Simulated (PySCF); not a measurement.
## Removal energies of Mg from EOM-IP-GCCSD

Reference: closed-shell Mg, [Ne] 3s2; one electron is removed. Calculated with PySCF 2.14, two-component X2C-1e with screened spin-orbit coupling, an uncontracted even-tempered set (21 s from 0.0085 bohr⁻², ratio 2.6; 14 p from 0.011 bohr⁻², ratio 2.6; 6 d from 0.16 bohr⁻², ratio 2.8; 5 f from 0.24 bohr⁻², ratio 2.8); frozen 1s2; the 52 highest virtual spinors dropped; of the others 52 kept and the rest restored at second order. No Breit or QED terms. Binding energies in eV.

```tsv
level	Koopmans	second order	EOM-CCSD	NIST
3s1/2	6.896	7.514	7.685	7.646
```

The screened spin-orbit operator tends to give fine-structure splittings of light species too large.
